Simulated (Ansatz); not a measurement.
C₆H₁₄O (`CCOC(C)(C)C`) from Hartree–Fock to CCSD(T)

```
atom    x (Å)    y (Å)    z (Å)
  C1  -2.8811  -0.0419  -0.2316
  C2  -1.4450   0.1031  -0.6716
  O3  -0.6295  -0.1028   0.4544
  C4   0.7847  -0.0320   0.2765
  C5   1.2097   1.3483  -0.2114
  C6   1.3362  -0.2832   1.6694
  C7   1.2721  -1.1146  -0.6800
  H8  -3.1201   0.6905   0.5420
  H9  -3.0575  -1.0389   0.1766
 H10  -3.5565   0.1122  -1.0762
 H11  -1.2206  -0.6279  -1.4603
 H12  -1.2839   1.1031  -1.0971
 H13   0.8009   2.1226   0.4417
 H14   0.8756   1.5424  -1.2328
 H15   2.2987   1.4306  -0.2020
 H16   2.4277  -0.2563   1.6659
 H17   1.0105  -1.2605   2.0311
 H18   0.9687   0.4770   2.3614
 H19   0.9373  -0.9372  -1.7041
 H20   0.9083  -2.0934  -0.3593
 H21   2.3639  -1.1408  -0.6925
```

Charge 0, multiplicity 1. Geometry: relaxed with PBE0-D4/def2-TZVP. It is one conformer, not always the lowest. Frozen core, restricted reference, the Gaussian-basis code of Ansatz. CBS rows extrapolate triple and quadruple zeta; past MP2 they add the triple-zeta difference.

| basis | HF (Eh) | MP2 corr. | CCSD corr. | (T) | CCSD(T) total |
| --- | --- | --- | --- | --- | --- |
| def2-SVP | -309.99153 | -1.05479 | -1.14220 | -0.03322 | -311.16695 |
| def2-TZVPP | -310.33780 | ? | -1.36822 | ? | ? |
| def2-QZVPP | -310.35251 | -1.38395 | – | – | – |
| CBS(def2) | -310.35454 | ? | ? | as TZ | ? |

Fill in the withheld values. (Best estimate.)

Computed: def2-TZVPP MP2 corr.: -1.29907; def2-TZVPP (T): -0.05343; def2-TZVPP CCSD(T) total: -311.75945; CBS(def2) MP2 corr.: -1.44682; CBS(def2) CCSD corr.: -1.51597; CBS(def2) CCSD(T) total: -311.92394.
